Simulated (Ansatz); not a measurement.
`C=C(F)NC` and `C=C(F)CF` differ in one atom or group.

Ansatz, PBE0-D4/def2-TZVP geometries, multiplicity 1. Each molecule was computed in one conformer, which needn't be the lowest.

```
                                                                                  property  `C=C(F)NC`
                                                      HOMO–LUMO gap (PBE0/def2-TZVPP) / eV        7.09
                                                   HOMO–LUMO gap (ωB97M-V/def2-TZVPP) / eV       10.83
                                            size of the dipole moment (PBE/def2-TZVPP) / D        2.24
                                                     HOMO energy (ωB97M-V/def2-TZVPP) / eV       -8.42
                                                         HOMO energy (PBE/def2-TZVPP) / eV       -5.00
ideal-gas entropy at 298 K and 1 bar (rigid rotor, harmonic PBE0-D4/def2-TZVP) / J/(mol·K)         314
```

Task: What does the change do to each property? (Estimate.)

Result: Ansatz gave: 
```json
{"property": "HOMO–LUMO gap (PBE0/def2-TZVPP) / eV", "`C=C(F)CF`": "7.92", "shift": "0.83"}
{"property": "HOMO–LUMO gap (ωB97M-V/def2-TZVPP) / eV", "`C=C(F)CF`": "12.33", "shift": "1.50"}
{"property": "size of the dipole moment (PBE/def2-TZVPP) / D", "`C=C(F)CF`": "0.40", "shift": "-1.84"}
{"property": "HOMO energy (ωB97M-V/def2-TZVPP) / eV", "`C=C(F)CF`": "-9.96", "shift": "-1.54"}
{"property": "HOMO energy (PBE/def2-TZVPP) / eV", "`C=C(F)CF`": "-6.43", "shift": "-1.43"}
{"property": "ideal-gas entropy at 298 K and 1 bar (rigid rotor, harmonic PBE0-D4/def2-TZVP) / J/(mol·K)", "`C=C(F)CF`": "303", "shift": "-11"}
```

With PBE0 the HOMO falls by 1.48 eV and the LUMO falls by 0.65 eV, so the gap widens by about 0.83 eV. PBE moves the HOMO by -1.43 eV and ωB97M-V by -1.54 eV. The zero-point energy changes by -64.3 kJ/mol with -6 modes. Dipoles are sizes alone; their direction can turn.
